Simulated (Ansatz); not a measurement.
**C₂H₆O (SMILES CCO): a relaxed scan of the bond length C1–C2**

An exercise on one series of results from a longer session: the logs are not shown, and one member is left open.

The runs use Ansatz 0.2.0, Gaussian basis; single points in def2-TZVPP.

Levels: PBE-D4, r2SCAN-D4, PBE0-D4, B3LYP-D4, wB97M-V, Hartree-Fock, MP2, CCSD, CCSD(T). The scan takes 1.362, 1.392, 1.437, 1.489, 1.546, 1.608, 1.674, 1.743, 1.816 Å.

Correlated methods freeze the cores. B3LYP uses VWN-RPA correlation.

40 further runs of the same task are left out: 40 set aside as unsound or not needed.

## The starting structure

The minimum, relaxed at PBE0-D4: SMILES `CCO`, 9 atoms, charge 0, spin multiplicity 1.

Atoms are counted from 1 here; the program's logs count them from 0.

Bond lengths: C1–C2 1.513 Å, C1–H4 1.093 Å, C1–H5 1.092 Å, C1–H6 1.095 Å, C2–O3 1.413 Å, C2–H7 1.093 Å, C2–H8 1.099 Å, O3–H9 0.961 Å. Angles: C2–C1–H4 110.8°, C2–C1–H5 110.6°, C2–C1–H6 111.1°, H4–C1–H5 108.5°, H4–C1–H6 107.5°, H5–C1–H6 108.2°, C1–C2–O3 112.9°, C1–C2–H7 110.3°, C1–C2–H8 110.2°, O3–C2–H7 105.5°, O3–C2–H8 110.8°, H7–C2–H8 107.0°, C2–O3–H9 108.2°.

Geometry (Å):

```mol
C2H6O
  3D, bonds by distance, orders not assigned

  9  8  0  0  0  0  0  0  0  0999 V2000
   -0.5364    0.5716   -0.4684 C   0  0
    0.3074   -0.6000   -0.0153 C   0  0
    1.2055   -0.2614    1.0216 O   0  0
   -1.1820    0.2854   -1.3029 H   0  0
    0.0976    1.4009   -0.7890 H   0  0
   -1.1816    0.9281    0.3408 H   0  0
    0.9323   -0.9566   -0.8375 H   0  0
   -0.3378   -1.4376    0.2856 H   0  0
    0.6950    0.0696    1.7650 H   0  0
  1  2  8  0
  1  4  8  0
  1  5  8  0
  1  6  8  0
  2  3  8  0
  2  7  8  0
  2  8  8  0
  3  9  8  0
M  END
```

Energies of the minimum (eV), from earlier single points: PBE-D4 -4215.36801, r2SCAN-D4 -4218.16624, PBE0-D4 -4215.78110, B3LYP-D4 -4220.99797, wB97M-V -4218.52139, CCSD(T) -4212.32755.

At the minimum the bond length C1–C2 is 1.513 Å.

The first run:

relax/in.yaml reads:

```yaml
crystal:
  periodic: [false, false, false]
  atoms:
    - {symbol: C, position_ang: [-0.536351, 0.571572, -0.468353]}
    - {symbol: C, position_ang: [0.223088, -0.482937, -0.060543]}
    - {symbol: O, position_ang: [1.121209, -0.144385, 0.976363]}
    - {symbol: H, position_ang: [-1.181995, 0.285447, -1.302881]}
    - {symbol: H, position_ang: [0.097564, 1.400899, -0.789036]}
    - {symbol: H, position_ang: [-1.181590, 0.928089, 0.340830]}
    - {symbol: H, position_ang: [0.847985, -0.839552, -0.882742]}
    - {symbol: H, position_ang: [-0.422132, -1.320511, 0.240309]}
    - {symbol: H, position_ang: [0.610702, 0.186699, 1.719685]}
basis:
  gaussian: {orbitals: def2-TZVP}
hamiltonian: {xc: pbe0, dispersion: d4}
relax: {f_tol: 0.005, max_steps: 200, constraints: [{distance: [0, 1]}]}
```

No record of the launch command was kept for these runs.

Among the steps run: C1–C2 = 1.362 Å; C1–C2 = 1.392 Å; C1–C2 = 1.437 Å; C1–C2 = 1.489 Å; C1–C2 = 1.546 Å; C1–C2 = 1.608 Å; C1–C2 = 1.674 Å; C1–C2 = 1.743 Å; C1–C2 = 1.816 Å.

One table of the session follows, with a row left open; its other results are not shown here.

Energies less that of the minimum at the same level (eV):

| bond length (Å) | PBE-D4 | PBE0-D4 | B3LYP-D4 | wB97M-V | Hartree-Fock |
| --- | --- | --- | --- | --- | --- |
| 1.362 | 0.424 | 0.404 | 0.421 | 0.423 | 0.466 |
| 1.392 | 0.263 | 0.245 | 0.260 | 0.259 | 0.287 |
| 1.437 | 0.103 | 0.089 | 0.100 | 0.097 | 0.109 |
| 1.489 | 0.013 | 0.008 | 0.012 | 0.011 | 0.012 |
| 1.513 (minimum) | 0.000 | 0.000 | 0.000 | 0.000 | 0.000 |
| 1.546 | 0.005 | 0.013 | 0.008 | 0.011 | 0.010 |
| 1.608 | 0.075 | 0.101 | 0.083 | 0.094 | 0.099 |
| 1.674 | 0.210 | 0.259 | 0.226 | 0.251 | 0.270 |
| 1.743 | ? | ? | ? | ? | ? |
| 1.816 | 0.622 | 0.728 | 0.659 | 0.724 | 0.793 |

Q: Estimate the row for bond length (Å) = 1.743 from the others.

Worked estimate for «PBE-D4». A straight line through the neighbours (1.674, 0.210) and (1.816, 0.622) gives 0.210 + (0.622 − 0.210) × (1.743 − 1.674) / (1.816 − 1.674) = 0.410; a parabola fitted to 3 rows on both sides gives 0.389.

**Answer.** PBE-D4: 0.397; PBE0-D4: 0.471; B3LYP-D4: 0.422; wB97M-V: 0.464; Hartree-Fock: 0.504. In «PBE-D4» the line misses by +0.013 and the parabola by -0.008.
